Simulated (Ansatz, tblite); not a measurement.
Cost and result up the ladder for SiH2MeF (CH5FSi) (8 atoms). Total charge 0; singlet. Geometry: PBE-D4/def2-TZVP.

```xyz
8

Si    0.051   -0.520   -0.701
H     0.858    0.091   -1.801
H    -1.297   -0.908   -1.219
C    -0.082    0.624    0.766
H    -0.559    1.569    0.467
H     0.913    0.857    1.172
H    -0.687    0.173    1.565
F     0.804   -1.885   -0.249
```

Ansatz; hardware A = 2 threads of AMD EPYC 7R13 on a shared host; B = 2 threads of AMD EPYC 7R13 on a shared host and a share (18 GiB) of an NVIDIA H100 80GB HBM3; xTB runs through tblite on one thread. Times are rough, summed over both states, and most runs start from the orbitals of an earlier one. CCSD(T)/def2-TZVPP serves as the yardstick here, not as an exact answer. The other state is a doublet.

The xTB rows come from tblite. Correlated methods freeze 7 core orbitals.

Run but left out: PBE-D4/def2-TZVP (charge +1 doublet: an occupied level 0.19 eV above an empty one).

Correlated methods converge slowly with the basis.

Raw xTB energies of ions are shifted by several eV.

```json
{"level": "GFN2-xTB", "functions": "22", "wall time": "0.005 s", "vertical IE (eV)": "14.69", "difference from CCSD(T)/def2-TZVPP (eV)": "2.83"}
{"level": "GFN1-xTB", "functions": "27", "wall time": "0.009 s", "vertical IE (eV)": "15.29", "difference from CCSD(T)/def2-TZVPP (eV)": "3.43"}
{"level": "r2SCAN-D4/def2-TZVP [A]", "functions": "129", "wall time": "4.9 s", "vertical IE (eV)": "11.40", "difference from CCSD(T)/def2-TZVPP (eV)": "-0.46"}
{"level": "PBE0-D4/def2-TZVP [A]", "functions": "129", "wall time": "5.2 s", "vertical IE (eV)": "11.58", "difference from CCSD(T)/def2-TZVPP (eV)": "-0.28"}
{"level": "CCSD(T)/def2-TZVPP [B]", "functions": "174", "wall time": "9.9 s", "vertical IE (eV)": "11.86", "difference from CCSD(T)/def2-TZVPP (eV)": "0.00"}
```
